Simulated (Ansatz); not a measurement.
## Low-lying states of H2O (charge +1)

Computed with Ansatz's Gaussian-basis code (development build). State-averaged CASSCF with equal weights; occupations are averaged over the states; levels count from the state that is lowest in CASSCF. No symmetry is imposed, so a solution can break that of the shape. Lower solutions, or ones in other orbitals, may exist.

Geometry:

```xyz
3

O     0.0000    0.0000   -0.1168
H     0.0000    0.8204    0.4674
H     0.0000   -0.8204    0.4674
```

Basis cc-pVDZ, nonrelativistic, 1 orbital frozen in the corrections; active space CAS(7,6). Averaged: 2 doublets.

CASSCF levels: doublet 0.00, doublet 2.31 eV.

**Question.** How does SC-NEVPT2 move them?

**Answer.** doublet 0.00, doublet 2.09 eV, in the same order of listing. The lowest state stays.
